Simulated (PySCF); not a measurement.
Species: C₃H₃F₃.
Cartesian coordinates in Å at the PBE0-D3(BJ)/def2-SVP level; atoms count from 1:
```xyz
9
C3H3F3 angstrom
F     -1.666   -0.146    1.330
C     -1.139   -0.062    0.062
C      0.235    0.505    0.095
C      1.320   -0.195   -0.214
F      1.323   -1.442   -0.617
F      2.541    0.271   -0.182
H     -1.806    0.585   -0.535
H     -1.137   -1.066   -0.390
H      0.387    1.536    0.420
```

Method: TDDFT CAM-B3LYP/def2-SVPD, vertical, gas phase, core orbitals frozen in the response (PySCF 2.14.0, density-fitted response routines).

Transition dipole moments from the ground state, in atomic units and in the frame of the coordinates above (overall signs are arbitrary), for the states with f of 0.002 or more among the lowest 9:

```csv
state,E (eV),μx,μy,μz
S1,7.320,0.213,-0.209,0.286
S2,7.547,-1.312,0.502,0.350
S4,8.490,0.082,-0.046,-0.135
S5,8.735,0.140,-0.071,-0.113
S7,9.412,0.203,0.075,-0.043
S8,9.521,-0.199,0.224,0.044
S9,9.693,0.119,-0.353,0.066
```

(1) What oscillator strength does each state have?

(2) Which bond between heavy atoms lies closest to the direction of the S2 transition dipole?

(3) What angle do the transition dipoles of S7 and S9 make?

(4) How is the summed strength of these states shared among x, y and z?

(5) What peak molar absorption coefficient would the strongest computed level give as a lone Gaussian band 0.4 eV wide at half height?

Answers

(1) f = (2/3) ΔE |μ|² with ΔE in hartree (27.2114 eV).

| state | \|μ\|² (au) | \|μ\| (D) | f |
| --- | --- | --- | --- |
| S1 | 0.171 | 1.05 | 0.031 |
| S2 | 2.095 | 3.68 | 0.387 |
| S4 | 0.027 | 0.42 | 0.006 |
| S5 | 0.037 | 0.49 | 0.008 |
| S7 | 0.049 | 0.56 | 0.011 |
| S8 | 0.092 | 0.77 | 0.021 |
| S9 | 0.143 | 0.96 | 0.034 |

(2) C3–C4, at 12° from it; next C4–F6 at 44°.

(3) |cos θ| = |μa·μb| / (|μa| |μb|) = 0.06, so θ ≈ 86° (taken between 0 and 90°, since the signs are arbitrary).

(4) (2/3) Σ ΔE μα² gives 0.354 for x, 0.099 for y and 0.046 for z, 0.498 in all.

(5) ε(max) = 2.175×10⁸ f / FWHM, with the width in cm⁻¹. S2: 2.175×10⁸ × 0.3873 / 3226 ≈ 26000 L mol⁻¹ cm⁻¹.

The vertical ionisation energy (ΔSCF) is 10.55 eV, 0.86 eV above S9.

Hardware: Arm Neoverse N1, one thread, on a shared host. Cost: 59 s, 0.68 GiB resident at most.

One conformer stands for the species.
